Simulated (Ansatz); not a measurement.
## Relaxing Sr

These are results of DFT r2SCAN, scalar-relativistic, plane waves, PAW (Ansatz 0.2.0), not measurements. Cutoff 500 eV, Γ-centred k mesh, Gaussian smearing, no spin polarisation in the final step.

The start puts Sr on the beta-tin structure type (I4_1/amd, No. 141), at a guessed volume.

```yaml
crystal:
  lattice:
    - [-3.77405, 3.77405, 2.05881]
    - [3.77405, -3.77405, 2.05881]
    - [3.77405, 3.77405, -2.05881]
  atoms:
    - { symbol: Sr, position: [0.00000, 0.00000, 0.00000] }
    - { symbol: Sr, position: [0.75000, 0.25000, 0.50000] }
```

Cell and atoms relax at zero pressure; the relaxation can't lower the symmetry of the start.

Energies count from the standard state of Sr at the same level.

**Question.** Describe the relaxed structure.

**Answer.** It keeps I4_1/amd (No. 141). The result has the beta-tin structure. Conventional cell: a = 7.431 Å, c = 4.025 Å. Sr has 6 Sr at 3.85–4.02 Å.

```
Sr
1.0
    -3.71554    3.71554    2.01232
     3.71554   -3.71554    2.01232
     3.71554    3.71554   -2.01232
Sr
2
Direct
  0.00000 0.00000 0.00000
  0.75000 0.25000 0.50000
```

**Question.** What are its volume, energy, density and gap?

**Answer.** The volume per atom is 55.56 Å³, the density is 2.62 g/cm³ and the energy over the standard structure is 0.25 eV/atom. The gap on the 16×16×16 mesh is 0 eV (a metal).

The final run used a 16×16×16 mesh on its 2-atom cell and 0.10 eV smearing. For metals, differences of a few meV/atom aren't resolved. Symmetry constrained the relaxation, so the result can be a saddle point.

This form isn't the element's structure at ambient conditions.